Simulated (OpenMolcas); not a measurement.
**AlH2F (SMILES [H][Al]([H])[F]): the energy, rung by rung**

The species is AlH2F (4 atoms), meant as a singlet with charge 0. SMILES: `[H][Al]([H])[F]`. The shape comes from GFN2-xTB, which is rough for such elements, and wasn't checked as a minimum.

```xyz
4

Al    0.0196    0.0327    0.0009
H     1.5469   -0.0179    0.0141
H    -0.7390    1.3588   -0.0194
F    -0.8275   -1.3736    0.0044
```

Quantity: the energy change with the Al1–H3 bond stretched from 1.528 to 3.820 Å, in eV. The values are calculated.

```csv
level,kind,program,value (eV),less FCI/STO-3G,CPU time (all runs)
HF/STO-3G (restricted),Hartree–Fock,OpenMolcas,9.90,+4.76,3.2 s
PBE/STO-3G (restricted),GGA,OpenMolcas,6.48,+1.34,17 s
M06-2X/STO-3G (restricted),hybrid meta-GGA,OpenMolcas,8.09,+2.95,10 s
MP2/STO-3G (restricted),perturbation theory,OpenMolcas,6.63,+1.49,3.4 s
"CASSCF(2,2)/STO-3G",multireference,OpenMolcas,5.25,+0.11,3.6 s
"MRCI(2,2)/STO-3G",multireference,OpenMolcas,5.17,+0.03,3.6 s
ACPF/STO-3G (restricted),coupled cluster or CI,OpenMolcas,-2.77,-7.91,3.6 s
CISD/STO-3G (restricted),coupled cluster or CI,OpenMolcas,5.81,+0.67,3.6 s
FCI/STO-3G,exact in the basis,OpenMolcas,5.14,0.00,9.5 s
```

FCI/STO-3G is exact within its basis and frozen core, so for wave-function methods in that basis the difference is their error; functionals converge differently with the basis, so for them it is only a difference. Spin-restricted single references rise too steeply as a bond breaks, Hartree–Fock most of all. Perturbation and coupled-cluster corrections on them can overshoot downwards. The first shape isn't each level's own minimum. The values span -2.77 to 9.90 eV. All rows use very small basis sets, so even the best lies far from the true value. CPU times are rough (shared hosts, several kinds of processor): they show what a rung costs within a factor of a few.
